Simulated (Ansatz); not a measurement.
# OS: the cost of one run

Computed with Ansatz 0.2.0 (the levels named in each step, unless a step's input says otherwise).

**1. The structure to begin with**

Bond lengths: O1–S2 1.397 Å.

Structure file:

```xyz
2

O     0.0000    0.0000    0.0000
S     0.0000    0.0000    1.3967
```

**2. A rough first relaxation, PBE-D4/def2-SVP**

input.yaml reads:

```yaml
crystal:
  periodic: [false, false, false]
  atoms:
    - { symbol: O, position_ang: [0.0, 0.0, 0.0] }
    - { symbol: S, position_ang: [0.0, 0.0, 1.39666] }
magnetization:
  spin_polarized: true
  initial_magnetization: 1
total_charge: 1
basis:
  gaussian: { orbitals: def2-SVP }
hamiltonian:
  xc: pbe
  dispersion: d4
relax:
  f_tol: 0.03
  max_steps: 200
```

On the command line:

```sh
$ ansatz run input.yaml --threads 2 --pin off --max-ram 5120MiB --backend cpu --events-out ev --progress --plain --runs-dir out
```

Q: Estimate wall time and peak memory on 2 threads of Intel Xeon at 2.70GHz, shared host.

About 2.4 s, with a peak of 0.1 GiB.
